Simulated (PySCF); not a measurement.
Species: HF.
SMILES with atom numbers: `[FH:1]` (hydrogens: H2 on F1)

Geometry (PBE0-D3(BJ)/def2-SVP, Å), atoms numbered from 1 in this order:
```
atom  x, y, z in Å
F1     0.4825   -0.0856    0.0120
H2    -0.4328   -0.0021   -0.0342
```

Computed, not measured: core-valence-separated Tamm–Dancoff BHandHLYP/aug-pcX-1 (pcseg-1 on H) in PySCF, non-relativistic, gas phase, PBE0-D3(BJ)/def2-SVP geometry. Absolute energies from this functional tend to lie a few eV below measured edges; no shift was applied.

The lowest roots of each edge with f over 0.003 (five at most, numbered afresh; weaker and dark ones are left out), with transition dipoles (au) in the frame of the coordinates:

```tsv
root	edge	E (eV)	μx	μy	μz
1	F	683.98	-0.0405	0.0037	-0.0020
2	F	688.59	0.0027	0.0265	-0.0057
3	F	688.59	0.0008	-0.0058	-0.0266
4	F	688.74	-0.0229	0.0021	-0.0012
5	F	694.07	0.0164	-0.0016	0.0008
```

Question: What are the oscillator strengths?

Answer: f = (2/3) ΔE |μ|², with ΔE in hartree (27.2114 eV):

```
root  ΔE (Eh)  |μ|² (au)      f  core hole on
   1  25.1358   0.001654  0.028            F1
   2  25.3054   0.000741  0.012            F1
   3  25.3054   0.000742  0.012            F1
   4  25.3107   0.000528  0.009            F1
   5  25.5065   0.000271  0.005            F1
```

Question: What is the unit vector of the molecular axis, and which share of each root's |μ|² lies along it?

Answer: (-0.99, 0.09, -0.05), up to sign.

```json
{"root": "1", "core hole on": "F1", "share along it": "1.00", "final orbital": "σ"}
{"root": "2", "core hole on": "F1", "share along it": "0.00", "final orbital": "π"}
{"root": "3", "core hole on": "F1", "share along it": "0.00", "final orbital": "π"}
{"root": "4", "core hole on": "F1", "share along it": "1.00", "final orbital": "σ"}
{"root": "5", "core hole on": "F1", "share along it": "1.00", "final orbital": "σ"}
```

The 1s orbitals are σ, so light polarised along the axis reaches σ orbitals and light across it π orbitals.

Question: For fixed molecules, how does the intensity of root 1 change when the electric field is turned 60° away from the molecular axis?

Answer: Intensity goes as (E·μ)², and μ lies along that direction, so it falls to cos²60° = 0.25 of its maximum; it vanishes at 90°.

Question: Molecules are fixed in this frame and the field points along (1, 1, 0)/√2. What effective strengths 3 f cos²θ do the roots have (θ between field and μ)?

Answer: root 1 (F1): 0.034, root 2 (F1): 0.022, root 3 (F1): 0.001, root 4 (F1): 0.011, root 5 (F1): 0.006. Root 1 is the strongest. Averaged over all orientations cos²θ is 1/3, which gives f back. For degenerate partners only the sum has meaning, as the program may mix them freely.

